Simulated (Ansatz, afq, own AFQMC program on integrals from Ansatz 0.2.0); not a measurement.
**SiH$_{2}$, singlet → SiH2, triplet, worked out**

| atom | x (Å) | y (Å) | z (Å) |
| --- | --- | --- | --- |
| Si | -0.4939 | 0.4712 | -0.2148 |
| H | 0.8452 | 0.5822 | 0.5255 |
| H | -0.3513 | -1.0533 | -0.3107 |

Both states at this geometry.

Basis def2-TZVP. Noble-gas cores (and the filled d shells of Ga–Kr and In–Xe) are frozen. AFQMC by an in-house program on the Cholesky factors that Ansatz 0.2.0 writes for its CCSD(T) run. ph-AFQMC/CISD is guided by a CISD state made of CCSD amplitudes; releasing the constraint for a short imaginary time cuts its bias at the price of noise, slowly where states lie close. Uncertainties: one standard error, sampling alone.

Total energies in eV. CBS is CCSD(T) at the limit of def2-TZVPP/QZVPP (extrapolated itself); the highest rung of each member is named.

Cautions: SiH₂ (singlet): restricted determinant unstable towards unrestricted (UHF 109 meV lower, ⟨S²⟩ 0.41), the released energies are still falling, so no released level is given (meV from the phaseless value at times in 1/Eh: -1.1 ± 1.6 at 0.24, -2.3 ± 1.3 at 0.51, -4.5 ± 1.5 at 0.99, -6.8 ± 1.2 at 1.62, -8.5 ± 1.8 at 2.40), though the last usable value meets CCSDTQ within the noise, the ph-AFQMC/CISD walk drifts between its halves (2.5 errors); SiH₂ (triplet): another spin lies lower; core correlation is missing, and it shifts such a gap most where an s electron is promoted.

```csv
member,count,CCSD(T)/def2-TZVP,highest rung in def2-TZVP,which,CCSD(T)/CBS
"SiH₂, triplet",+1,-7894.3991,-7894.4254,CCSDT(Q),-7895.0969
"SiH₂, singlet",-1,-7895.6547,-7895.6806,CCSDTQ,-7896.3860
```

**Question.** Work out the best estimate of the vertical spin gap: the CCSD(T)/CBS difference plus the step from CCSD(T) to the highest rung.

**Answer.** Sums with the counts: CCSD(T)/CBS 1.2891 eV, highest rung 1.2552 eV, CCSD(T)/def2-TZVP 1.2556 eV. The step is 1.2552 − 1.2556 = -0.0004 eV, so the best estimate is 1.2891 + (-0.0004) = 1.2887 eV = 29.7 kcal/mol. The basis set is worth 0.033 eV of it. Zero-point, core-correlation and spin–orbit terms aren't in it. Past Ne the Hartree–Fock part of each CBS total tends to overshoot, since the cores don't follow the formula; that largely cancels in the difference.

Best estimates are given only where the step beyond CCSD(T) is under 0.3 eV and no member's determinant is very poor (T1 over 0.05, or 0.07 for open shells, ⟨S²⟩ too high by 0.3, two states mixed), so the hardest cases are missing from such tables.

CCSDT and higher add their correlation energy to the determinant of the CCSD(T) run, since their own runs factorise the integrals more tightly (a shift of under 2 meV). Each member of a difference takes its own highest rung, so a best estimate needn't equal the limit plus the step of one row.
